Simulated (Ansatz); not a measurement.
System: hcp Zn. Method: PBE in Ansatz (plane waves, PAW).

Numerical settings: plane-wave cutoff 500 eV, 36×36×16 k mesh (along the axes of the cell as run), Fermi–Dirac smearing 0.1 eV, scalar-relativistic PAW data made under PBE.

Computed at the level's own relaxed cell.

**Question.** What does this level give for the volume per atom, equilibrium lattice constant a and lattice parameter c?

**Answer.** 
- volume per atom = 15.25 Å³/atom
- equilibrium lattice constant a = 2.646 Å
- lattice parameter c = 5.030 Å

Measured, for comparison: lattice constant a 2.665 Å (293 K, no zero-point or thermal correction, our sources range from 2.660 to 2.665; as tabulated in Wikipedia's data pages); lattice parameter c 4.946 Å (293 K, no zero-point or thermal correction; as tabulated in Wikipedia's data pages). Computed (rounded) less measured: lattice constant a -0.7 % (-0.5 % to -0.7 % over the range), lattice parameter c +1.7 %. A static lattice is as a rule a little smaller and stiffer than an uncorrected measurement, which narrows the difference in the lattice constant a and would widen misses of the other sign.

Static lattice: no zero-point or thermal effects.

Ansatz is an electronic-structure program.
